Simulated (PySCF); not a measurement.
Match the calculated data to a structure.

All candidates are C5H9Cl.

- NMR, other nuclei: isotropic shieldings of nuclei other than C and H, by class: 854 (1 Cl) ppm [GIAO PBE0/pcSseg-1]
- 13C NMR: chemical shifts (computed TMS as zero) by class: 151.4 (1 C), 120.3 (1 C), 50.2 (1 C), 48.2 (1 C), 24.9 (1 C) ppm [GIAO PBE0/pcSseg-1]
- 1H NMR: chemical shifts (computed TMS as zero) by class: 5.18 (1 H), 5.18 (1 H), 3.51 (2 H), 2.46 (2 H), 1.84 (3 H) ppm [GIAO PBE0/pcSseg-1]
- Dipole: 2.14 D [PBE0/pcSseg-1]
- Rotational structure: rotational constants A, B, C: 7.162, 1.199, 1.093 GHz [GFN2-xTB]

Electronic properties: PySCF, gas phase, density fitting. Levels stand in brackets. One conformer (not necessarily the lowest) at the GFN2-xTB geometry, without solvent, vibrations or thermal averaging. NMR values are class means; diastereotopic atoms form classes of their own.

Question: Which candidate is it?
A. `C=C(C)CCCl`
B. `CC(C)=CCCl`
C. `C/C=C(/C)CCl`

Answer: A. It is `C=C(C)CCCl`. Numbering: `[CH2:1]=[C:2]([CH3:3])[CH2:4][CH2:5][Cl:6]`. Its formula, C5H9Cl, gives 1 degree of unsaturation: 0 rings and 1 π bond in the structure found. 5 carbons fall into 5 classes; from least to most shielded: fully substituted alkene carbon [C2] (151.4 ppm), terminal =CH2 carbon [C1] (120.3 ppm), sp3 C–Cl carbon [C5] (50.2 ppm), allylic carbon [C4] (48.2 ppm), allylic carbon [C3] (24.9 ppm). Hydrogen classes from least to most shielded: 1 H on a terminal =CH2 carbon, C1 (5.18 ppm), 1 H on a terminal =CH2 carbon, C1 (5.18 ppm), 2 H on an sp3 C–Cl carbon, C5 (3.51 ppm), 2 H on an allylic carbon, C4 (2.46 ppm), 3 H on an allylic carbon, C3 (1.84 ppm). The other shieldings belong to: 854 ppm, alkyl chlorine [Cl6]. The optimised geometry has point group C1 and is an asymmetric top.

The others, at the same levels:
- `C/C=C(/C)CCl` fails: its computed 13C shifts are 140.4 (1 C), 135.1 (1 C), 47.9 (1 C), 25.7 (1 C), 17.1 (1 C) ppm, 1H shifts are 5.79 (1 H), 4.08 (2 H), 1.92 (3 H), 1.88 (3 H) ppm and rotational constant A is 3.499 GHz (against 7.162 GHz).
- `CC(C)=CCCl` fails: its computed 13C shifts are 153.4 (1 C), 128.2 (1 C), 46.5 (1 C), 30.1 (1 C), 18.7 (1 C) ppm, 1H shifts are 5.97 (1 H), 4.09 (2 H), 1.98 (3 H), 1.95 (3 H) ppm and rotational constant A is 5.639 GHz (against 7.162 GHz).

Each candidate is one conformer, not necessarily the lowest. The conformers computed, where there is a choice (atom-mapped SMILES and torsion angles):
- `[CH2:1]=[C:2]([CH3:3])[CH2:4][CH2:5][Cl:6]`: C1–C2–C4–C5 108°, C2–C4–C5–Cl6 -178°
- `[CH3:1]/[CH:2]=[C:3](/[CH3:4])[CH2:5][Cl:6]`: C2–C3–C5–Cl6 -94°
- `[CH3:1][C:2]([CH3:3])=[CH:4][CH2:5][Cl:6]`: C2–C4–C5–Cl6 -80°
